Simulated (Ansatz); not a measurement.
# CH6B− (SMILES [H][B-]([H])([H])C): levels of theory compared

We compute a comparison of 6 runs (HF/STO-3G, PBE0/STO-3G, UPBE/STO-3G, wB97X/STO-3G, CCSD/STO-3G, CCSD(T)/STO-3G) of CH6B−. 

The results are computed with Ansatz 0.2.0.

1 further run of the same task is left out (it didn't finish).

## Step 1: The molecule

The species is CH6B− (8 atoms), meant as a singlet with charge -1. As SMILES, `[H][B-]([H])([H])C`. The H4–C2 distance was set to 2.192 Å, away from the relaxed value. At this shape a bond of the SMILES string is far longer than usual.

Bond lengths: B1–C2 1.649 Å, C2–H3 1.096 Å, C2–H5 1.096 Å, B1–H6 1.231 Å, B1–H7 1.231 Å, B1–H8 1.232 Å. Angles: B1–C2–H3 112.2°, B1–C2–H5 112.2°, C2–B1–H6 110.2°, C2–B1–H7 110.2°, C2–B1–H8 110.2°, H3–C2–H5 106.6°, H6–B1–H7 108.7°, H6–B1–H8 108.7°, H7–B1–H8 108.7°.

## Step 2: The energy at HF/STO-3G (run 1)

File molecule.yaml:

```yaml
crystal:
  periodic: [false, false, false]
  atoms:
    - {symbol: B, position_ang: [-0.550127, -0.849724, -1.236333]}
    - {symbol: C, position_ang: [-0.545847, -0.855604, 0.412767]}
    - {symbol: H, position_ang: [-1.558187, -0.810854, 0.829227]}
    - {symbol: H, position_ang: [0.550190, 0.849940, 1.244930]}
    - {symbol: H, position_ang: [-0.078357, -1.758114, 0.822817]}
    - {symbol: H, position_ang: [0.603443, -0.887994, -1.665183]}
    - {symbol: H, position_ang: [-1.094157, 0.171476, -1.656343]}
    - {symbol: H, position_ang: [-1.163017, -1.828404, -1.664383]}
basis:
  gaussian:
    orbitals: STO-3G
total_charge: -1
hamiltonian:
  xc: hf
accuracy: high
```

Command:

```
$ ansatz run molecule.yaml --threads 1 --pin off --max-ram 2610MiB --events-out events.jsonl --progress --plain --runs-dir runs
```

Standard output:

```text
Warning: RAYON_NUM_THREADS=1 ignored (pool sized by the plan → 1); use --threads N
Functional definition: HF
  name "HF"
  exchange = exact_x
  correlation = 0
276 factors; integrals over basis functions are off by at most 2.9e-8 eV
mean field evaluation 1: about -1761.3709 eV, gradient 2.7e1 eV
mean field evaluation 2: about -1761.4443 eV, gradient 2.6e1 eV
mean field evaluation 4: about -1765.5459 eV, gradient 2.3e0 eV
mean field evaluation 8: about -1765.5706 eV, gradient 7.8e-2 eV
mean field evaluation 16: about -1752.3687 eV, gradient 2.5e1 eV
mean field -1765.57066396 eV, -64.8835251537 hartree, gradient 1.1e-8 eV, S^2 0.000000; 0 other end points of the search recorded, 0 dependent functions left out
reference -1765.57066396 eV, -64.8835251537 hartree; 9, 9 occupied and 7, 7 virtual orbitals, 276 factors
Total energy: -1765.57066396 eV, -64.8835251537 hartree
```

It took 0.08 s on 1 thread of Arm Neoverse V2, shared host.

## Step 3: A single-point energy at PBE0/STO-3G (run 2)

Changes to molecule.yaml since step 2:

```diff
@@ -16,3 +16,3 @@
 hamiltonian:
-  xc: hf
+  xc: pbe0
 accuracy: high
```

Command:

```
$ ansatz run molecule.yaml --threads 1 --pin off --max-ram 2610MiB --events-out events.jsonl --progress --plain --runs-dir runs
```

Standard output:

```text
Warning: RAYON_NUM_THREADS=1 ignored (pool sized by the plan → 1); use --threads N
Functional definition: PBE0
  name "PBE0"
  parameter a = 0.25
  parameter kappa = 0.804
  parameter beta = 0.06672455060314922
  exchange = (1 - a)*pbe_x(kappa = kappa, mu = beta*pi^2/3) + a*exact_x
  correlation = pbe_c(beta = beta)
276 factors; integrals over basis functions are off by at most 2.9e-8 eV
mean field evaluation 1: about -1774.1560 eV, gradient 3.0e1 eV
mean field evaluation 2: about -1761.6308 eV, gradient 5.1e1 eV
mean field evaluation 4: about -1779.4447 eV, gradient 4.3e0 eV
mean field evaluation 8: about -1779.4592 eV, gradient 1.8e-1 eV
mean field evaluation 16: about -1779.4594 eV, gradient 1.2e-6 eV
mean field -1779.45939130 eV, -65.3939264692 hartree, gradient 1.2e-8 eV, S^2 0.000000; 0 other end points of the search recorded, 0 dependent functions left out
reference -1779.45939282 eV, -65.3939265252 hartree; 9, 9 occupied and 7, 7 virtual orbitals, 276 factors
Total energy: -1779.45939282 eV, -65.3939265252 hartree
```

Run time: 0.99 s. Hardware: 1 thread of Arm Neoverse V2, shared host; peak memory 0.094 GiB.

Run 3 isn't shown in full; the table further down has it.

## Step 4: The energy at wB97X/STO-3G (run 4)

File input.yaml:

```yaml
crystal:
  periodic: [false, false, false]
  atoms:
    - {symbol: B, position_ang: [-0.550127, -0.849724, -1.236333]}
    - {symbol: C, position_ang: [-0.545847, -0.855604, 0.412767]}
    - {symbol: H, position_ang: [-1.558187, -0.810854, 0.829227]}
    - {symbol: H, position_ang: [0.550190, 0.849940, 1.244930]}
    - {symbol: H, position_ang: [-0.078357, -1.758114, 0.822817]}
    - {symbol: H, position_ang: [0.603443, -0.887994, -1.665183]}
    - {symbol: H, position_ang: [-1.094157, 0.171476, -1.656343]}
    - {symbol: H, position_ang: [-1.163017, -1.828404, -1.664383]}
basis:
  gaussian:
    orbitals: STO-3G
total_charge: -1
hamiltonian:
  xc: {name: wB97X}
accuracy: high
```

Command:

```
$ ansatz run input.yaml --threads 1 --pin off --max-ram 2610MiB --events-out events.jsonl --progress --plain --runs-dir runs
```

Standard output (excerpt; [...] marks lines left out):

```text
Warning: RAYON_NUM_THREADS=1 ignored (pool sized by the plan → 1); use --threads N
Functional definition: wB97X
  name "wB97X"
[...]
      + exact_x_lr(omega)
[...]
      + integral(e_c_pw_opposite_spin*poly(b97_u_opposite, 1, cos1, cos2, cos3, cos4))
276 factors; integrals over basis functions are off by at most 2.9e-8 eV
160 factors; integrals over basis functions are off by at most 1.2e-9 eV
[...]
mean field -1781.39025658 eV, -65.4648844598 hartree, gradient 7.8e-8 eV, S^2 0.000000; 0 other end points of the search recorded, 0 dependent functions left out
reference -1781.39025463 eV, -65.4648843880 hartree; 9, 9 occupied and 7, 7 virtual orbitals, 276 factors
Total energy: -1781.39025463 eV, -65.4648843880 hartree
```

Wall time 4.5 s (1 thread of Arm Neoverse V2, shared host); peak memory 0.25 GiB.

Run 5 isn't shown in full; the table further down has it.

## Step 5: A single-point energy at CCSD(T)/STO-3G (run 6)

File job.yaml:

```yaml
basis:
  gaussian:
    orbitals: STO-3G
crystal:
  periodic: [false, false, false]
  atoms:
    - {symbol: B, position_ang: [-0.550127, -0.849724, -1.236333]}
    - {symbol: C, position_ang: [-0.545847, -0.855604, 0.412767]}
    - {symbol: H, position_ang: [-1.558187, -0.810854, 0.829227]}
    - {symbol: H, position_ang: [0.550190, 0.849940, 1.244930]}
    - {symbol: H, position_ang: [-0.078357, -1.758114, 0.822817]}
    - {symbol: H, position_ang: [0.603443, -0.887994, -1.665183]}
    - {symbol: H, position_ang: [-1.094157, 0.171476, -1.656343]}
    - {symbol: H, position_ang: [-1.163017, -1.828404, -1.664383]}
total_charge: -1
correlation:
  method: ccsd_t
  frozen_orbitals: {B: 1, C: 1, H: 0}
accuracy: high
scf:
  omitted_lower_state_checks: [cluster_reference, increment]
```

Command:

```
$ ansatz run job.yaml --threads 1 --pin off --max-ram 2610MiB --events-out events.jsonl --progress --plain --runs-dir runs
```

Standard output (excerpt; [...] marks lines left out):

```text
Warning: RAYON_NUM_THREADS=1 ignored (pool sized by the plan → 1); use --threads N
[... 2 set-up lines as earlier in the session ...]
[...]
276 factors; integrals over basis functions are off by at most 2.9e-8 eV
[...]
mean field -1765.57066396 eV, -64.8835251537 hartree, gradient 1.1e-8 eV, S^2 0.000000; 2 other end points of the search recorded, 0 dependent functions left out; unrestricted orbitals would lower it
2 core orbitals not correlated: weight in the atoms' cores, before any rotation towards them, 1.000 or more for the frozen orbitals, at most 0.000 for the correlated occupied ones
reference -1765.57066396 eV, -64.8835251537 hartree; 7, 7 occupied and 7, 7 virtual orbitals, 276 factors
second order -4.01383440 eV of doubles, -0.00000000 eV of singles
cycle   1  -4.56814910 eV  change    -1.2e0 eV  update   1.3e-1
[...]
cycle  23  -5.94855614 eV  change  -6.5e-10 eV  update  5.0e-10
perturbative correction -0.11873046 eV, -0.0043632638 hartree
WARN: these amplitudes may be one of several solutions (largest doubles amplitude 0.44, level shift 4.07 eV)
Total energy: -1771.63795056 eV, -65.1064938237 hartree
Checks for a lower state left out: cluster_reference, increment
```

Wall time 0.14 s (1 thread of Arm Neoverse V2, shared host).

## Step 6: Overview of the runs

```
run           level  frozen core orbitals  energy (Eh)  wall time
  1       HF/STO-3G                     –   -64.883525     0.08 s
  2     PBE0/STO-3G                     –   -65.393927     0.99 s
  3     UPBE/STO-3G                     –   -65.390454      3.3 s
  4    wB97X/STO-3G                     –   -65.464884      4.5 s
  5     CCSD/STO-3G                     2   -65.102131     0.12 s
  6  CCSD(T)/STO-3G                     2   -65.106494     0.14 s
```

## Step 7: Summary of results

```
                                          quantity         value
                               run 6: total energy  -65.10649 Eh
run 6: correlation energy (2 core orbitals frozen)    -223.0 mEh
                             run 6: (T) correction     -4.36 mEh
                              run 6: T1 diagnostic         0.035
```

In words: Below the HF energy at the same shape and in the same basis (STO-3G): CCSD -218.6 mEh; CCSD(T) -223.0 mEh. Totals of different functionals can't be ranked against each other. In runs 5, 6 the T1 diagnostic is large, so a single reference may not serve. In runs 5, 6 the log says that unrestricted orbitals would lower the reference, so the values rest on an unstable closed-shell determinant (other closed-shell runs at this shape may share the fault). In runs 1, 2, 3, 4, 5, 6 the basis is minimal, so the values are rough. Spin contamination of the reference: run 3 ⟨S²⟩ = 0.16. All runs together took 9.2 s, the longest 4.5 s.
